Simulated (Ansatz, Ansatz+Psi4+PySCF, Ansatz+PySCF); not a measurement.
| atom | x (Å) | y (Å) | z (Å) |
| --- | --- | --- | --- |
| H | 0.9033 | 1.2570 | -2.2000 |
| H | 0.9204 | -1.2173 | -2.2000 |
| H | -0.9446 | -1.2069 | -2.2000 |
| C | -0.0206 | 0.6922 | -2.2000 |
| C | -0.0206 | -0.6421 | -2.2000 |

Basis set: cc-pVTZ (spherical functions). Left uncorrelated: 2 orbitals. Correlation on ROHF uses semicanonical orbitals with singles. Charge 0, multiplicity 2.

Computed with Ansatz (development build ahead of 0.2.0); each method stands on the lowest determinant of its kind that the runs found.

The atomization energy at this shape (free ground-state atoms in the same class of orbitals less the molecule, no zero-point energy) of doublet C2H3:

```tsv
method	atomization energy
ROHF-CCSD(T)	1805.5 kJ/mol
ROHF-MP2	1817.6 kJ/mol
UHF-MP2	1789.6 kJ/mol
```

Task: What does ROHF give?

Result: 1401.8 kJ/mol. Caution for ROHF-MP2, UHF-MP2: forces differ strongly between restricted and unrestricted references. Caution for UHF-MP2: the unrestricted determinant is spin contaminated.
